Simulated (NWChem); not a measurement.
The numbers come from NWChem runs, not from measurements. System: AlF3, charge 0, spin multiplicity 1, at a geometry optimised with B3LYP/def2-SVP. The structure started from a generated list of species. Level: MP2/def2-TZVP, 8 core orbitals frozen.

Input file:

```
start mol
memory heap 200 mb stack 900 mb global 1100 mb
geometry units angstroms nocenter noautoz
  Al     0.000000     0.000000     0.000002
  F      0.000000     0.000000     1.645681
  F      1.425191     0.000000    -0.822842
  F     -1.425191     0.000000    -0.822842
  symmetry group C2v
end
basis spherical
  * library def2-tzvp
end
scf
  rhf
  nopen 0
  maxiter 100
  thresh 1e-7
  semidirect memsize 60000000 filesize 0
end
mp2
  freeze core 8
end
task mp2 energy
```

NWChem printed:

```
             Northwest Computational Chemistry Package (NWChem) 7.3.0
             --------------------------------------------------------

                                NWChem Input Module
                                -------------------

 Scaling coordinates for geometry "geometry" by  1.889725989
 (inverse scale =  0.529177249)

 Turning off AUTOSYM since
 SYMMETRY directive was detected!

                             Geometry "geometry" -> ""
                             -------------------------

 Output coordinates in angstroms (scale by  1.889725989 to convert to a.u.)

  No.       Tag          Charge          X              Y              Z
 ---- ---------------- ---------- -------------- -------------- --------------
    1 Al                  13.0000     0.00000000     0.00000000     0.00000200
    2 F                    9.0000     0.00000000     0.00000000     1.64568100
    3 F                    9.0000     1.42519100     0.00000000    -0.82284200
    4 F                    9.0000    -1.42519100     0.00000000    -0.82284200

 Effective nuclear repulsion energy (a.u.)     157.9793473326

            Nuclear Dipole moment (a.u.)
            ----------------------------
        X                 Y               Z
 ---------------- ---------------- ----------------
     0.0000000000     0.0000000000    -0.0000018897

      Symmetry information
      --------------------

 Group name             C2v
 Group number             16
 Group order               4
 No. of unique centers     3

      Symmetry unique atoms

     1    2    3


 Summary of "ao basis" -> "" (spherical)
 ------------------------------------------------------------------------------
       Tag                 Description            Shells   Functions and Types
 ---------------- ------------------------------  ------  ---------------------
 *                         def2-tzvp                  on all atoms

 Summary of "ao basis" -> "ao basis" (spherical)
 ------------------------------------------------------------------------------
       Tag                 Description            Shells   Functions and Types
 ---------------- ------------------------------  ------  ---------------------
 Al                        def2-tzvp                13       37   5s5p2d1f
 F                         def2-tzvp                11       31   5s3p2d1f

                                 NWChem SCF Module
                                 -----------------

  ao basis        = "ao basis"
  functions       =   130
  atoms           =     4
  closed shells   =    20
  open shells     =     0
  charge          =   0.00
  wavefunction    = RHF
  use symmetry    = T
  symmetry adapt  = T

 Summary of "ao basis" -> "ao basis" (spherical)
 ------------------------------------------------------------------------------
       Tag                 Description            Shells   Functions and Types
 ---------------- ------------------------------  ------  ---------------------
 Al                        def2-tzvp                13       37   5s5p2d1f
 F                         def2-tzvp                11       31   5s3p2d1f

      Symmetry analysis of basis
      --------------------------

        a1         51
        a2         16
        b1         37
        b2         26

 Forming initial guess at       0.1s

      Superposition of Atomic Density Guess
      -------------------------------------

 Sum of atomic energies:        -540.12905898

      Non-variational initial energy
      ------------------------------
[...]
    79     -0.214003  3 F  pz               110      0.214003  4 F  pz

 Vector   21  Occ=0.000000D+00  E= 4.799812D-02  Symmetry=a1
              MO Center=  7.8D-16, -6.2D-17,  1.3D-05, r^2= 4.4D+00
   Bfn.  Coefficient  Atom+Function         Bfn.  Coefficient  Atom+Function
  ----- ------------  ---------------      ----- ------------  ---------------
     5      1.329660  1 Al s                 42     -0.285223  2 F  s
    73     -0.285220  3 F  s                104     -0.285220  4 F  s
     3     -0.160661  1 Al s

 Vector   22  Occ=0.000000D+00  E= 8.099294D-02  Symmetry=b2
              MO Center= -6.4D-16,  4.1D-18,  6.0D-06, r^2= 5.7D+00
   Bfn.  Coefficient  Atom+Function         Bfn.  Coefficient  Atom+Function
  ----- ------------  ---------------      ----- ------------  ---------------
    19      1.019261  1 Al py                16      0.190209  1 Al py
    50     -0.174109  2 F  py                81     -0.174108  3 F  py
   112     -0.174108  4 F  py

 Vector   23  Occ=0.000000D+00  E= 1.579411D-01  Symmetry=b1
              MO Center= -3.9D-13,  2.7D-15,  1.5D-01, r^2= 7.9D+00
   Bfn.  Coefficient  Atom+Function         Bfn.  Coefficient  Atom+Function
  ----- ------------  ---------------      ----- ------------  ---------------
    18      1.482062  1 Al px                73     -0.646329  3 F  s
   104      0.646329  4 F  s                 49     -0.154222  2 F  px

 center of mass
 --------------
 x =   0.00000000 y =   0.00000000 z =  -0.00000007

 moments of inertia (a.u.)
 ------------------
         275.611792608906           0.000000000000           0.000000000000
           0.000000000000         551.219168897687           0.000000000000
           0.000000000000           0.000000000000         275.607376288780

  Mulliken analysis of the total density
  --------------------------------------

    Atom       Charge   Shell Charges
 -----------   ------   -------------------------------------------------------
    1 Al  13    11.72   2.00  0.65  1.34  0.42  0.00  2.93  2.28  0.83  0.58  0.05  0.34  0.12  0.17
    2 F    9     9.43   0.77  1.20  0.59  1.01  0.34  2.24  2.30  0.97  0.00  0.01  0.00
    3 F    9     9.43   0.77  1.20  0.59  1.01  0.34  2.24  2.30  0.97  0.00  0.01  0.00
    4 F    9     9.43   0.77  1.20  0.59  1.01  0.34  2.24  2.30  0.97  0.00  0.01  0.00

       Multipole analysis of the density wrt the origin
       ------------------------------------------------

     L   x y z        total         open         nuclear
     -   - - -        -----         ----         -------
     0   0 0 0     -0.000000      0.000000     40.000000

     1   1 0 0     -0.000000      0.000000      0.000000
     1   0 1 0     -0.000000      0.000000      0.000000
     1   0 0 1      0.000008      0.000000     -0.000002

     2   2 0 0    -23.224740      0.000000    130.561857
     2   1 1 0     -0.000000      0.000000      0.000000
     2   1 0 1     -0.000000      0.000000      0.000000
     2   0 2 0    -15.147271      0.000000      0.000000
     2   0 1 1      0.000000      0.000000      0.000000
     2   0 0 2    -23.224857      0.000000    130.563949

                   NWChem MP2 Semi-direct Energy/Gradient Module
                   ---------------------------------------------

  Basis functions       =    130
  Molecular orbitals    =    130
  Frozen core           =      8
  Frozen virtuals       =      0
  Active alpha occupied =     12
  Active beta occupied  =     12
  Active alpha virtual  =    110
  Active beta virtual   =    110
  Use MO symmetry       = T
  Use skeleton AO sym   = T

  AO/Fock/Back tols     =   1.0D-09  1.0D-09  1.0D-09

 GA uses MA = F    GA memory limited = T

 Available:
  local mem=  1.26D+08
 global mem=  1.44D+08
 local disk=  0.00D+00
  mp2_memr nvloc                   110
  nvloc new                   110
   1 passes of  12:        5242880                     100449                  35093702.
   1 passes of  12: M    126149187           G      144145400           F     120906307.

 Semi-direct pass number   1 of   1  for RHF alpha+beta  at        3.6s
  vrange nnbf                  7813
  mp2_eaftype                   133  avail_ma_in_mb                  1099
 EAF : mp2_eaftype filesize         133   17546851.
  mp2_eaf for mointskh                    133
Node 0 wrote     82.5 Mb in      0.0 s     Agg I/O rate:  2449.3 Mb/s
 Done moints_semi at       10.2s
  mp2_eaftype                   133  avail_ma_in_mb                   966
 EAF : mp2_eaftype filesize         133   17546851.
  mp2_eaf for kh                   133
 Done maket at       10.7s
 Done multipass loop at       10.7s

          -------------------------------------------
          SCF energy                -540.616286921982
          Correlation energy          -0.825231961839
          Singlet pairs               -0.498475386458
          Triplet pairs               -0.326756575381
          Total MP2 energy          -541.441518883821
          -------------------------------------------

          ---------------------------------------------------
                    Spin Component Scaled (SCS) MP2
          Same spin pairs                     -0.217837716920
          Same spin scaling factor             0.333333333333
          Opposite spin pairs                 -0.607394244919
          Opposite spin scaling fact.          1.200000000000
          SCS-MP2 correlation energy          -0.801485666209
          Total SCS-MP2 energy              -541.417772588191
          ---------------------------------------------------

 -----------------------
 Performance information
 -----------------------

 Timer overhead =  1.96D-07 seconds/call

               Nr. of calls         CPU time (s)                 Wall time (s)                GFlops
             ---------------    -------------------     ------------------------------   -------------------
Name         Min   Avg   Max    Min     Avg     Max     Min     Avg     Max   Mx/calls   Min     Max     Sum
mp2: moin     1     1     1    6.6     6.6     6.6      6.6     6.6     6.6     6.6      0.0     0.0     0.0
mp2: make     1     1     1   0.45    0.45    0.45     0.45    0.45    0.45    0.45      0.0     0.0     0.0
mp2: tota     1     1     1    7.1     7.1     7.1      7.1     7.1     7.1     7.1      0.0     0.0     0.0

 The average no. of pstat calls per process was 3.00D+00
 with a timing overhead of 5.88D-07s

 Task  times  cpu:       10.6s     wall:       10.6s

 Total times  cpu:       10.7s     wall:       10.7s
```
